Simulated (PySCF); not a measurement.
## C4H5NO: core ionisation energies

C4H5NO.
Atom-mapped SMILES: `[CH3:1][C:2]#[C:3][C:4]([NH2:5])=[O:6]`

Method used: delta-SCF UKS SCAN, pcX-2 on the ionised atom, pcseg-1 elsewhere, spin-free X2C in PySCF. Binding energies are ΔSCF values: E(core-ionised, relaxed orbitals) − E(ground state) at a fixed geometry, referred to the vacuum level.

Question: Give the core binding energies atom by atom.

Answer: 
```json
{"atom(s)": "C3", "environment": "alkyne carbon", "level": "C 1s", "binding energy (eV)": "290.44", "above the level's lowest (eV)": "0.00", "count": "1"}
{"atom(s)": "C2", "environment": "alkyne carbon", "level": "C 1s", "binding energy (eV)": "290.87", "above the level's lowest (eV)": "+0.43", "count": "1"}
{"atom(s)": "C1", "environment": "propargylic carbon", "level": "C 1s", "binding energy (eV)": "291.96", "above the level's lowest (eV)": "+1.52", "count": "1"}
{"atom(s)": "C4", "environment": "amide carbonyl carbon", "level": "C 1s", "binding energy (eV)": "294.34", "above the level's lowest (eV)": "+3.90", "count": "1"}
{"atom(s)": "N5", "environment": "amide nitrogen", "level": "N 1s", "binding energy (eV)": "406.02", "above the level's lowest (eV)": "0.00", "count": "1"}
{"atom(s)": "O6", "environment": "amide oxygen", "level": "O 1s", "binding energy (eV)": "536.86", "above the level's lowest (eV)": "0.00", "count": "1"}
```

The listed C 1s values span 3.90 eV, from C3 (bonded to C (triple bond) and C) to C4 (bonded to O (double bond), N and C).

Question: Give the binding energy of C 1s of C1 in hartree and in kJ/mol.

Answer: 291.96 eV = 10.7293 Eh = 28170 kJ/mol.

Spin contamination (⟨S²⟩ against 0.75 for a pure doublet) is marked for C 1s of C2 (0.86), which makes this value less certain. Isolated species at its PBE0-D3(BJ)/def2-SVP geometry, gas phase.

The values belong to the conformer `[CH3:1][C:2]#[C:3][C:4]([NH2:5])=[O:6]`: H–N5–C4–C3 180°, H–N5–C4–C3 0°.
